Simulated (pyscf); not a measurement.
Concerted two-bond exchange: `[OH][SiH2][OH]` → `[OH][SiH2][OH]`

Gas phase, singlet surface, charge 0. Bonds broken: O1–H4, Si2–H5. Bonds formed: O1–H5, Si2–H4. Single points on ωB97X-D3(BJ)/def2-SVP structures (PySCF, gas phase). Correlated levels are frozen-core, on RHF or UHF. ΔMP2 is the change of the MP2 total energy from the triple- to the quadruple-zeta basis.

Transition state (Å):

```xyz
7

O      0.1004     0.7408    -1.0264
Si    -0.1845    -0.1648     0.2358
O     -1.3218    -1.3271     0.3472
H     -1.0050     1.4206    -0.1182
H      0.9526    -0.5909    -1.1198
H      0.5070    -0.1410     1.5395
H     -1.8781    -1.4844    -0.4260
```

One imaginary mode, 1894i cm⁻¹; descent along it reached the two sides named.

| bond | change | reactant side (Å) | saddle | product side |
|---|---|---|---|---|
| O1–H4 | breaks | 0.963 | 1.584 | 2.489 |
| Si2–H5 | breaks | 1.485 | 1.820 | 2.267 |
| O1–H5 | forms | 2.489 | 1.584 | 0.963 |
| Si2–H4 | forms | 2.267 | 1.820 | 1.485 |

Electronic energies relative to the reactant's lowest minimum found (kJ/mol):

| level | barrier | reaction energy | reverse barrier |
|---|---|---|---|
| ωB97X-D3(BJ)/def2-TZVP | 564.1 | 0.0 | 564.1 |
| PBE/def2-TZVP | 476.1 | 0.0 | 476.1 |
| r²SCAN/def2-TZVP | 510.0 | 0.0 | 510.0 |
| B3LYP-D3(BJ)/def2-TZVP | 523.7 | 0.0 | 523.7 |
| PBE0-D3(BJ)/def2-TZVP | 532.4 | 0.0 | 532.4 |
| M06-2X/def2-TZVP | 562.5 | 0.0 | 562.5 |
| ωB97M-D3(BJ)/def2-TZVP | 545.8 | 0.0 | 545.8 |
| HF/def2-TZVP | 663.2 | 0.0 | 663.2 |
| MP2/def2-QZVPP | 578.3 | 0.0 | 578.3 |
| CCSD/def2-TZVPP | 570.4 | 0.0 | 570.4 |
| CCSD(T)/def2-TZVPP | 541.6 | 0.0 | 541.6 |
| CCSD(T)/def2-TZVPP + ΔMP2(QZVPP) | 542.6 | 0.0 | 542.6 |

With CCSD(T)/def2-TZVPP + ΔMP2(QZVPP) energies and thermal terms (ideal gas, 1 atm, RRHO with modes under 100 cm⁻¹ raised to 100, one conformer, R ln 2 for chiral ones without a mode under 150 cm⁻¹), in kJ/mol:

| T (K) | ΔH‡ | ΔG‡ | ΔH | ΔG |
|---|---|---|---|---|
| 298 | 517.5 | 519.4 | 0.0 | 0.0 |
| 600 | 516.9 | 521.6 | 0.0 | 0.0 |
| 900 | 516.9 | 523.9 | 0.0 | 0.0 |
| 1200 | 516.9 | 526.2 | 0.0 | 0.0 |

The same reactants have a lower exit, to O=SiH–OH + H₂ (barrier +256.3 kJ/mol at ωB97M-D3(BJ), against +545.8 kJ/mol here). This is the saddle that the search found; another between the same sides may lie lower. A restricted solution here is unstable towards spin polarisation, so biradical character is likely and single-reference numbers are less safe. The CCSD(T) − MP2 part came from Ansatz, without density fitting, on the same reference.
